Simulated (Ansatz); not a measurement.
Computed with Ansatz on PBE0-D4/def2-TZVP structures; ΔE is electronic, products minus reactants. CCSD(T)/CBS adds triple-zeta CCSD(T) − MP2 to the extrapolated MP2 energy (def2 sets, frozen cores). This one scheme is used for every species. DFT in def2-TZVPP.

`BBCl` + HCl → `ClBCl` + BH₃  (cleavage of the B–B bond)

| level | ΔE (kcal/mol) | difference from CCSD(T)/CBS |
| --- | --- | --- |
| revPBE-D4 | -21.4 | 1.3 |
| B97M-V | -21.4 | 1.3 |
| PBE0-D4 | -21.6 | 1.1 |
| r2SCANh-D4 | -22.5 | 0.2 |
| ωB97M-V | -23.3 | -0.6 |
| B2PLYP | -23.5 | -0.8 |
| PBE0 | -21.6 | 1.1 |
| r2SCAN0 | -22.7 | 0.0 |
| CAM-B3LYP | -22.3 | 0.4 |
| HF/def2-SVP | -25.9 | -3.2 |
| CCSD(T)/CBS | -22.7 | 0 |

Largest T1 diagnostic among the species: 0.012.

Leaving LDA and LC-ωPBE aside and taking each functional with its dispersion term where it has one, the values, not all of them listed here, spread over 2.4 kcal/mol, from B2PLYP to PBE-D4. From BLYP to BHLYP (50 % exact exchange), in def2-TZVPP and without D4, ΔE moves by −1.1 kcal/mol.
